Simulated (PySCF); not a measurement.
Isomers of C5H9N, one GFN2-xTB conformer each. Single-point energies are computed at CAM-B3LYP/def2-SVPD (PySCF, gas phase, no added dispersion term), electronic only.

```
                 SMILES  GFN2-xTB relative energy (kcal/mol)
            CC(C)(C)C#N                                 13.2
              C1=NCCCC1                                  0.0
            CN(C)C1=CC1                                 51.1
NC[C@H]1[C@H]2C[C@@H]12                                 53.4
              C=NC1CCC1                                 23.2
        [H]/N=C/C/C=C/C                                 34.3
          C#CC[C@H](C)N                                 46.3
```

Conformers: `[CH:1]1=[N:2][CH2:3][CH2:4][CH2:5][CH2:6]1` with C1–N2–C3–C4 16°, N2–C3–C4–C5 -46°, C3–C4–C5–C6 60°, C4–C5–C6–C1 -45°; `[CH3:1][N:2]([CH3:3])[C:4]1=[CH:5][CH2:6]1` with C1–N2–C4–C5 20°; `[NH2:1][CH2:2][C@H:3]1[C@H:4]2[CH2:5][C@@H:6]12` with H–N1–C2–C3 60° and -57°, N1–C2–C3–C4 -142°; `[CH2:1]=[N:2][CH:3]1[CH2:4][CH2:5][CH2:6]1` with C1–N2–C3–C4 130°, N2–C3–C4–C5 128°, C3–C4–C5–C6 -12°, C4–C5–C6–C3 12°, N2–C3–C6–C5 -128°; `[H]/[N:6]=[CH:5]/[CH2:4]/[CH:3]=[CH:2]/[CH3:1]` with C2–C3–C4–C5 111°, C3–C4–C5–N6 118°; `[CH:1]#[C:2][CH2:3][C@H:4]([CH3:5])[NH2:6]` with C2–C3–C4–C5 -172°, C3–C4–N6–H -57° and -177°.

Problem. What does CAM-B3LYP/def2-SVPD give for the same structures?

Solution. 
| SMILES | CAM-B3LYP/def2-SVPD E (Eh) | CAM-B3LYP/def2-SVPD (kcal/mol) | GFN2-xTB (kcal/mol) | point group |
| --- | --- | --- | --- | --- |
| CC(C)(C)C#N | -250.37838 | 0.0 | 13.2 | C3v |
| C1=NCCCC1 | -250.37486 | 2.2 | 0.0 | C1 |
| [H]/N=C/C/C=C/C | -250.34790 | 19.1 | 34.3 | C1 |
| C=NC1CCC1 | -250.33259 | 28.7 | 23.2 | Cs |
| C#CC[C@H](C)N | -250.31943 | 37.0 | 46.3 | C1 |
| NC[C@H]1[C@H]2C[C@@H]12 | -250.30281 | 47.4 | 53.4 | C1 |
| CN(C)C1=CC1 | -250.28636 | 57.7 | 51.1 | – |

GFN2-xTB puts C1=NCCCC1 lowest instead; measured from each level's own lowest isomer, the values differ by up to 15.2 kcal/mol ([H]/N=C/C/C=C/C: 34.3 against 19.1). As drawn, the lowest has a C≡N group and a quaternary carbon, which the highest lacks; the highest has a three-membered ring and a C=C bond outside aromatic rings, which the lowest lacks. Neighbours under 2.5 kcal/mol apart (CC(C)(C)C#N and C1=NCCCC1) can change places with a better method, another conformer or zero-point energy.

Problem. Which frontier levels, dipoles and rotational constants go with these structures?

Solution. 
```
                 SMILES  HOMO (eV, CAM-B3LYP/def2-SVPD)  LUMO (eV)  dipole (D)      A, B, C (MHz)
            CC(C)(C)C#N                          -10.69       1.04        4.14   4541, 2814, 2813
              C1=NCCCC1                           -8.08       1.12        2.19   4952, 4769, 2693
        [H]/N=C/C/C=C/C                           -8.50       0.78        2.14  13806, 1407, 1368
              C=NC1CCC1                           -8.63       0.90        1.37   9638, 2402, 2132
          C#CC[C@H](C)N                           -8.43       1.33        1.17   7802, 2119, 1799
NC[C@H]1[C@H]2C[C@@H]12                           -7.91       1.48        2.00   8256, 2467, 2379
            CN(C)C1=CC1                           -6.76       1.27        1.99   6643, 2845, 2083
```
